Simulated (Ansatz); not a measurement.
Results of revPBE in Ansatz (plane waves, PAW) for rock-salt AgCl.

Total energies, extrapolated to zero smearing (they compare only within this program, potentials and cutoff; free atoms with spin allowed, lowest state found):

```json
[
 {"system": "rock-salt AgCl, relaxed", "energy (eV/atom)": "-4339.6573"},
 {"system": "free Ag atom", "energy (eV/atom)": "-7594.1497"},
 {"system": "free Cl atom", "energy (eV/atom)": "-1080.9542"}
]
```

Work out the cohesive energy per atom.

E_coh = [1 × (-7594.1497) + 1 × (-1080.9542)]/2 − (-4339.6573) = 2.11 eV/atom. The reference value is 2.78 ± 0.03 eV/atom (derived here from tabulated measurements, copied from a table, unchecked, brought to a static lattice with a Debye model, atoms in their spin–orbit ground levels; inputs from the CRC Handbook), a difference of -0.67 eV/atom.

The PAW data were made under PBE.

Ansatz is a program for electronic structure.
